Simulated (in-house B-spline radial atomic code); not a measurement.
Kr. Computed with a B-spline radial atomic code. Model: non-relativistic spherical atom: semilocal Troullier-Martins pseudo-atom, one channel per l, against all electrons, high spin, G0W0 and RPA with empty states to l = 8, local potential for every l without a channel, a model core (radius 0 = none) keeps its share of the functional.

The core holds an angular momentum without a channel of its own, so the local potential lets valence electrons into it.

What the tables leave out is listed at the end.

The pseudopotential gives back the lowest level of each angular momentum of its own functional in the configuration it was made in; a second state of the same l is only approximately right. Exact exchange, RPA and GW see the smooth pseudo-orbitals and miss the exchange with the core, for which the functional's share stands in. The column with an uncorrelated core keeps all orbitals and exact exchange, and so separates missing core correlation from pseudisation. Only the three outermost levels and the lowest empty one were computed. RPA here is direct RPA, with no exchange kernel, and its energies carry an (l + 1/2)⁻⁴ tail. A hybrid on a potential with a model core restores only its own semilocal share of the core's exchange.

Command:
```bash
python run_psgw.py task.json out
```
Settings (lengths in bohr, energies in hartree):
```
Z                      36
electrons              36
configuration          [Ar] 3d10 4s2 4p6
generated_in           [Ar] 3d10 4s2 4p6
functional             pbe,pbe
core_shells            6
radius_factor          0.9
core_correction        True
```

Cost of the run: 24 s on 1 thread of Arm Neoverse N1, on a shared host.

Given: made with PBE; model core radius 1.02 bohr; local radius 1.259 bohr; mean-field start PBE.

Valence shells of the generating configuration: 4s, 4p.

Channel: s 1.235, p 1.397 (radii in bohr).

Computed: largest level miss in the spin-unpolarised generating configuration 0.001 eV; valence RPA correlation energy all-electron orbitals -0.37493 hartree; valence RPA correlation energy pseudo -0.45909 hartree; pseudo-atom RPA polarisability 16.446 bohr³.

| level | occupied | mean-field all-electron (eV) | mean-field pseudo minus all (eV) | G0W0 all-electron (eV) | G0W0 uncorrelated core minus all (eV) | G0W0 pseudo minus all (eV) | exchange self-energy all-electron (eV) | exchange self-energy pseudo (eV) |
| --- | --- | --- | --- | --- | --- | --- | --- | --- |
| 4p | 1 | -9.2828 | 0 | -13.963 | 0.177 | -0.034 | -21.499 | -18.399 |

**Question.** What is the all-electron RPA polarisability, core included?

**Answer.** 15.894 bohr³.

Given: mean-field start PBE0.

Computed: valence RPA correlation energy pseudo -0.41595 hartree; all-electron RPA polarisability, core included 13.848 bohr³; pseudo-atom RPA polarisability 14.454 bohr³.

```
level  occupied  mean-field all-electron (eV)  mean-field pseudo minus all (eV)  G0W0 all-electron (eV)  G0W0 uncorrelated core minus all (eV)  G0W0 pseudo minus all (eV)  exchange self-energy all-electron (eV)  exchange self-energy pseudo (eV)
   4p         1                       -10.773                             0.019                 -14.231                                  0.181                      -0.035                                 -21.493                           -18.378
```

**Question.** What is the valence RPA correlation energy all-electron orbitals?

**Answer.** -0.34798 hartree.

Among the listed levels the largest G0W0 shift of the pseudo-atom is -0.04 eV, for 4p on the PBE0 start, while leaving the core uncorrelated moves that level by +0.18 eV. The rest, -0.22 eV, comes from pseudisation and the lost core exchange. Not in the tables (levels of low weight, unsolved or above zero; the highest and the empty levels are kept at any weight): on PBE the G0W0 levels 4s (pseudo minus all +4.78 eV, weights 0.04 and 0.13); on PBE0 the G0W0 levels 4s (pseudo minus all +2.30 eV, weights 0.22 and 0.17); no Hartree-Fock pseudo-atom is run with a model core.
